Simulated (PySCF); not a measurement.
Molecule: `CC(F)(F)C#N`, C₃H₃F₂N.

Bonds (- single, = double, # triple, : aromatic): C1-C2 1.505 Å, C2-F3 1.350 Å, C2-F4 1.350 Å, C2-C5 1.487 Å, C5#N6 1.155 Å. C1 carries H7, H8, H9.

Geometry PBE0-D3(BJ)/def2-SVP throughout; GIAO in PySCF 2.14.0 with density-fitted response routines, gas phase, one conformer, non-relativistic; equivalent atoms averaged; basis pcSseg-2.

For orientation, B97-2 gives these absolute shieldings σ: C5 64.0, C2 68.4, C1 156.3, F3/F4 276.9, N6 -40.4, H7/H8/H9 29.58 ppm.

A run gave: C5 60.6, C2 58.6, C1 151.2, F3/F4 256.2, N6 -42.4, H7/H8/H9 29.47 ppm (absolute shieldings σ).

Question: Which functional was used in that run?
A. KT3
B. B3LYP
C. BHandHLYP
D. BP86

Answer: D. C2 tells them apart best: BP86 gives 58.6, BHandHLYP gives 72.2, B3LYP gives 61.3, KT3 gives 66.6 ppm.
